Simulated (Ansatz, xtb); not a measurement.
**Relative energy of two isomers of C2H2P**

Structure a: `C1=C[P]1`, a doublet. Structure b: `C#C[PH]`, a doublet. Both are isolated molecules in the gas phase, relaxed with PBE0-D3(BJ)/def2-SVP.

Energies in hartree; the thermal terms are from PBE0-D3(BJ)/def2-SVP harmonic frequencies (ideal gas, rigid rotor, one conformer each, 298.15 K, 1 atm) and include the zero-point energy:

|  | a | b |
| --- | --- | --- |
| E, CCSD(T)/def2-TZVP | −418.059981 | −418.058678 |
| zero-point energy | 0.029790 | 0.026072 |
| H(298 K) − E | 0.034083 | 0.031092 |
| G(298 K) − E | 0.004843 | 0.000371 |

Work out ΔE, ΔE₀, ΔH and ΔG for a → b in kcal/mol (1 Eh = 627.51 kcal/mol) and the equilibrium ratio [b]/[a].

1. ΔE = −418.058678 − (−418.059981) = +0.001303 Eh = +0.82 kcal/mol.
2. ΔE₀ = ΔE + ΔZPE = +0.001303 + (−0.003718) Eh = −1.52 kcal/mol.
3. ΔH = ΔE + (−0.002991) Eh = −1.06 kcal/mol.
4. ΔG = ΔE + (−0.004472) Eh = −1.99 kcal/mol, so ΔS = (ΔH − ΔG)/T = +13.0 J/(mol K).
5. kT = 0.9442 mEh, so K = [b]/[a] = exp(−ΔG/kT) = exp(+3.36) ≈ 29.

Structure b is favoured at this temperature, against the order of the electronic energies. An error of 1 kcal/mol in ΔG would change K by a factor of 5.4. Mirror images and further conformers aren't counted.

As drawn, b has 1 C≡C, 1 P–H in place of 1 C=C, 1 C–P, 1 C–H. Structure a has a 3-membered ring, b no ring.

Other levels gave ΔE = −5.4 (GFN2-xTB); −14.5 (HF/STO-3G, GFN2-xTB geometries); +3.1 (r2SCAN-D4/def2-SVP, GFN2-xTB geometries); +5.3 (PBE0-D3(BJ)/def2-SVP); −4.8 (HF/def2-TZVP); +9.8 (MP2/def2-TZVP) kcal/mol. Open shells are spin-unrestricted, with notable spin contamination. The correlated steps freeze 7 core orbitals. Programs: Ansatz 0.2.0, xtb 6.7.1.
